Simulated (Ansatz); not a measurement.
# AlH3O2 (built from SMILES [OH][AlH][OH]): a saddle search

Does the minimum-mode search get back to a saddle from here?

Method: wB97X-V/pcseg-2; program: Ansatz 0.2.0, Gaussian basis.

The start, a known saddle point with all atoms moved at random by about 0.06 Å a coordinate: 6 atoms, charge 0, spin multiplicity 1.

Atoms are counted from 1 here; the program's logs count them from 0.

Bond lengths: Al1–O2 1.747 Å, Al1–H3 1.683 Å, Al1–O4 1.658 Å, O2–H5 0.975 Å, O4–H6 0.936 Å. Angles: O2–Al1–H3 45.8°, O2–Al1–O4 119.7°, H3–Al1–O4 162.3°, Al1–O2–H5 137.3°, Al1–O4–H6 127.8°.

Coordinates:

```xyz
6
AlH3O2
Al   -0.64597   -0.46240   -0.26810
O     0.98577   -0.48708    0.35664
H     0.67092   -1.49120   -0.46516
O    -1.57190    0.90201   -0.09468
H     1.82695   -0.02571    0.18126
H    -1.34616    1.69717    0.34485
```

The structure above is the start of the run; the results belong to its end.

```
                  quantity        value
                     steps            9
             energy change  -9.1 kJ/mol
        last largest force  0.0045 eV/Å
       RMSD from the start      0.073 Å
RMSD from the known saddle      0.042 Å
```

It converged in 9 steps at a force tolerance of 0.05 eV/Å. It is back at the known saddle, up to the shift that another level brings.

**Question.** Which input and command would start the first run of this session?

The input that was used; it is not the only one that fits:

run/in.yaml

```yaml
crystal:
  periodic: [false, false, false]
  atoms:
    - {symbol: Al, position_ang: [-0.645968, -0.462399, -0.268100]}
    - {symbol: O, position_ang: [0.985774, -0.487076, 0.356639]}
    - {symbol: H, position_ang: [0.670921, -1.491203, -0.465165]}
    - {symbol: O, position_ang: [-1.571895, 0.902012, -0.094679]}
    - {symbol: H, position_ang: [1.826951, -0.025708, 0.181264]}
    - {symbol: H, position_ang: [-1.346163, 1.697174, 0.344852]}
basis:
  gaussian: {orbitals: pcseg-2}
hamiltonian: {xc: {name: wB97X-V}}
saddle:
  f_tol: 0.05
  max_steps: 40
  mode_guess:
    - [-0.4373, -0.1188, -0.1398]
    - [-0.0184, -0.3406, -0.2534]
    - [0.4523, 0.4313, 0.4095]
    - [0.0135, 0.0943, -0.0148]
    - [-0.0329, -0.1127, -0.0731]
    - [0.0229, 0.0465, 0.0716]
```

Launch:

```
$ ansatz run in.yaml --threads 2 --pin off --events-out ev --progress --plain --max-ram 4352MiB
```
